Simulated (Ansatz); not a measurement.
This geometry of CH6AlN + H2 (11 atoms, charge 0, multiplicity 1) is a first-order saddle point.

These are results of UKS PBE/def2-SVP in Ansatz, not measurements.

```xyz
11
Properties=species:S:1:pos:R:3
Al -1.271 0.883 -0.093
N 0.125 -0.289 0.518
C 0.944 -1.152 -0.327
H -2.444 1.148 0.960
H -1.417 0.953 -1.684
H 0.407 1.173 0.531
H 0.075 2.081 0.345
H 0.058 -0.641 1.481
H 1.093 -0.675 -1.318
H 0.478 -2.147 -0.518
H 1.952 -1.333 0.106
```

Question: Which two structures does it join? (They come from a converged band through this point; their orientation in space is the band's.)

Answer: Bonds broken: H6–H7. Bonds formed: Al1–H7, N2–H6. CH6AlN + H2 becomes CH8AlN.

Image 0:

```xyz
11
Properties=species:S:1:pos:R:3
Al -1.765 0.451 -0.393
N -0.337 -0.404 0.281
C 0.762 -1.061 -0.410
H -2.812 1.035 0.663
H -1.873 0.562 -1.983
H 1.242 1.608 1.074
H 1.831 2.040 1.320
H -0.260 -0.500 1.299
H 0.640 -0.953 -1.508
H 0.816 -2.153 -0.194
H 1.754 -0.625 -0.149
```

Image 10:

```xyz
11
Properties=species:S:1:pos:R:3
Al -1.131 1.172 -0.280
N 0.065 -0.262 0.645
C 1.047 -0.930 -0.239
H -2.039 1.600 0.990
H -1.827 0.247 -1.412
H 0.547 0.199 1.433
H 0.021 2.201 -0.764
H -0.560 -0.959 1.079
H 1.708 -0.161 -0.683
H 0.503 -1.426 -1.065
H 1.666 -1.680 0.296
```

Question: How far does it lie above each of them?

Answer: 0.60 eV above the first and 1.22 eV above the second. This is the barrier of this one path; another mechanism may lie lower. The orbitals stay closed-shell, which can raise the energy where a bond breaks towards radicals; this wasn't checked here.

Time of the run: 5.7 min on 2 threads of Arm Neoverse V2, with other jobs on the host, peak memory 0.15 GiB.
